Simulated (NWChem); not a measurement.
Molecule: ammonia (NH3); SMILES N

Computed with NWChem. Structure relaxed at the PBE0/def2-SVP level. Level: M05-2X/def2-SVP with SMD (1 M gas to 1 M solution), gas-phase geometry.

```json
[
 {"solvent": "water", "dielectric constant": "78.4", "solvation free energy (kcal/mol)": "-3.3", "cavity-dispersion-structure term (kcal/mol)": "2.2", "dipole in solution (D)": "2.11"},
 {"solvent": "n-hexane", "dielectric constant": "1.88", "solvation free energy (kcal/mol)": "-1.1", "cavity-dispersion-structure term (kcal/mol)": "1.4", "dipole in solution (D)": "1.96"},
 {"solvent": "1-octanol", "dielectric constant": "9.86", "solvation free energy (kcal/mol)": "-3.3", "cavity-dispersion-structure term (kcal/mol)": "1.7", "dipole in solution (D)": "2.09"},
 {"solvent": "acetonitrile", "dielectric constant": "35.7", "solvation free energy (kcal/mol)": "-3.7", "cavity-dispersion-structure term (kcal/mol)": "1.7", "dipole in solution (D)": "2.11"},
 {"solvent": "cyclohexanone", "dielectric constant": "15.6", "solvation free energy (kcal/mol)": "-3.3", "cavity-dispersion-structure term (kcal/mol)": "1.9", "dipole in solution (D)": "2.10"}
]
```
